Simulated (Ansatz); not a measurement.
# Ligand exchange: SiH2(CH3)F + C2H2FN → SiH3(CH3) + C2HF2N

Gas-phase species: SiH2(CH3)F, singlet; C2H2FN `N#CCF`, singlet; SiH3(CH3) (methylsilane), singlet; C2HF2N `N#CC(F)F`, singlet. The partners trade F for H: Si–F and C–H bonds give way to Si–H and C–F.

Shapes, held fixed at every level: PBE0-D4/def2-TZVP. Programs: Ansatz 0.2.0. The zero-point and thermal change to 298 K, harmonic and unscaled (PBE0-D4/def2-TZVP), is -7.8 kJ/mol.

Question: Estimate ΔH(298 K) of this reaction.

Answer: The highest level, CCSD(T)/CBS estimate, gives ΔH(298 K) = +202.2 kJ/mol; the levels span +169.9 to +202.2. The column of differences is taken from that level and isn't an error. No measured value is set beside it here. The CBS estimate extrapolates MP2 from def2-TZVPP and def2-QZVPP and adds CCSD(T) − MP2 in the triple-zeta set, cores frozen. CCSD(T)/CBS estimate lies outside the range of the other correlated levels here, so it shouldn't be taken on trust.

```tsv
level	kind	ΔH(298 K) (kJ/mol)	less CCSD(T)/CBS estimate
HF/def2-SVP	Hartree–Fock	+174.4	-27.8
PBE-D4/def2-TZVPP	GGA	+180.6	-21.6
r2SCAN-D4/def2-TZVPP	meta-GGA	+191.4	-10.8
B3LYP-D4/def2-TZVPP	global hybrid	+194.7	-7.5
wB97X-V/def2-TZVPP	range-separated hybrid	+190.3	-11.9
MP2/def2-SVP	perturbation theory	+169.9	-32.3
CCSD(T)/def2-TZVPP	coupled cluster or CI	+193.6	-8.6
CCSD(T)/CBS estimate	coupled cluster or CI	+202.2	0.0
```
